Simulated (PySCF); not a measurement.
H3Si, SMILES [SiH3] (connectivity only; charge and spin as stated), charge +1, multiplicity 1.

Coordinates come from a B3LYP-D3(BJ)/def2-TZVPD optimisation. The spin state was assumed, not searched. The isomer is the one that the SMILES or the coordinates give; other isomers of the formula were not compared.

The numbers are results of TDA-B3LYP/def2-TZVPD in PySCF, not measurements.

Vertical excitations; the highest root listed may be one member of a degenerate set. Gas-phase values at a fixed geometry. State labels are in the subgroup C2v.

| state | symmetry | energy (eV) | λ (nm) | f | main pairs |
|---|---|---|---|---|---|
| S1 | B2 | 5.57 | 223 | 0.000 | HOMO−1→LUMO (degenerate set) |
| S2 | A2 | 5.57 | 223 | 0.000 | HOMO→LUMO (degenerate set) |
| S3 | A1 | 10.27 | 121 | 0.059 | HOMO−1→LUMO+1 (degenerate set) |
| S4 | B1 | 10.27 | 121 | 0.059 | HOMO→LUMO+1 (degenerate set) |
| S5 | B1 | 10.55 | 117 | 0.000 | HOMO→LUMO+2 50 %, HOMO−1→LUMO+3 50 % |
| S6 | A1 | 11.15 | 111 | 0.000 | HOMO−1→LUMO+2 49 %, HOMO→LUMO+3 49 % |
| S7 | B2 | 11.27 | 110 | 0.096 | HOMO−2→LUMO 82 % |
| S8 | B1 | 12.12 | 102 | 0.692 | HOMO→LUMO+4, HOMO→LUMO+2, HOMO−1→LUMO+3 (degenerate set) |
| S9 | A1 | 12.12 | 102 | 0.692 | HOMO−1→LUMO+4, HOMO−1→LUMO+2, HOMO→LUMO+3 (degenerate set) |
| S10 | B1 | 12.79 | 97 | 0.740 | HOMO→LUMO+4 34 %, HOMO−1→LUMO+3 24 %, HOMO→LUMO+2 24 %, HOMO→LUMO+1 12 % |
| T1 | B2 | 4.89 | 253 | 0 | HOMO−1→LUMO (degenerate set) |
| T2 | A2 | 4.89 | 253 | 0 | HOMO→LUMO (degenerate set) |
| T3 | B1 | 8.55 | 145 | 0 | HOMO→LUMO+1 (degenerate set) |
| T4 | A1 | 8.55 | 145 | 0 | HOMO−1→LUMO+1 (degenerate set) |
Triplets are in the Tamm–Dancoff approximation.
